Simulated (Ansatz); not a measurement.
Abridged output of a molecular run in Ansatz:

```
Functional definition: HF
523 factors; integrals over basis functions are off by at most 1.4e-3 eV
mean field evaluation 1: about -4789.7248 eV, gradient 1.8e1 eV
mean field evaluation 2: about -4789.7996 eV, gradient 1.8e1 eV
mean field evaluation 4: about -4791.7378 eV, gradient 2.7e0 eV
mean field evaluation 8: about -4791.8884 eV, gradient 6.8e-1 eV
mean field evaluation 16: about -4791.9594 eV, gradient 1.7e-6 eV
mean field -4791.95935314 eV, -176.1012581210 hartree, gradient 3.0e-6 eV, S^2 0.938835; 1 other end points of the search recorded, 0 dependent functions left out
3 core orbitals not correlated: weight in the atoms' cores, before any rotation towards them, 1.000 or more for the frozen orbitals, at most 0.000 for the correlated occupied ones
reference -4791.95935314 eV, -176.1012581210 hartree; 9, 8 occupied and 40, 41 virtual orbitals, 523 factors
second order -11.09261086 eV of doubles, -0.00000000 eV of singles
cycle   1  -11.43318959 eV  change   -3.4e-1 eV  update   9.4e-2
cycle   2  -11.77943253 eV  change   -3.5e-1 eV  update   4.2e-2
cycle   3  -11.95801200 eV  change   -1.8e-1 eV  update   3.2e-2
cycle   4  -11.98968238 eV  change   -3.2e-2 eV  update   1.6e-2
cycle   5  -11.99157979 eV  change   -1.9e-3 eV  update   6.8e-3
cycle   6  -11.99572090 eV  change   -4.1e-3 eV  update   2.6e-3
cycle   7  -11.99763423 eV  change   -1.9e-3 eV  update   1.3e-3
cycle   8  -11.99783824 eV  change   -2.0e-4 eV  update   5.7e-4
cycle   9  -11.99808387 eV  change   -2.5e-4 eV  update   2.6e-4
cycle  10  -11.99815769 eV  change   -7.4e-5 eV  update   1.1e-4
cycle  11  -11.99818532 eV  change   -2.8e-5 eV  update   4.6e-5
cycle  12  -11.99819953 eV  change   -1.4e-5 eV  update   1.7e-5
cycle  13  -11.99820046 eV  change   -9.3e-7 eV  update   7.6e-6
perturbative correction -0.33846337 eV, -0.0124382993 hartree
Total energy: -4804.29601696 eV, -176.5546221545 hartree
Checks for a lower state left out: cluster_reference
```

Its atoms:

Z-matrix (Å, degrees):
```
C
C 1 1.309
H 1 1.080 2 119.9
H 1 1.087 2 120.7 3 180.0
F 2 1.302 1 130.3 3 180.0
```

(1) Which basis set was used?
A. cc-pV(T+d)Z
B. def2-QZVPP
C. def2-TZVPP
D. def2-SVP

(2) Write the keys of the input that set method, charge and spin (a neutral closed shell needs none for the last two).

Answers

(1) D. It gives 52 functions.

(2) 
```yaml
magnetization: {spin_polarized: true, initial_magnetization: 1}
correlation: {method: ccsd_t}
scf: {omitted_lower_state_checks: [cluster_reference]}
```
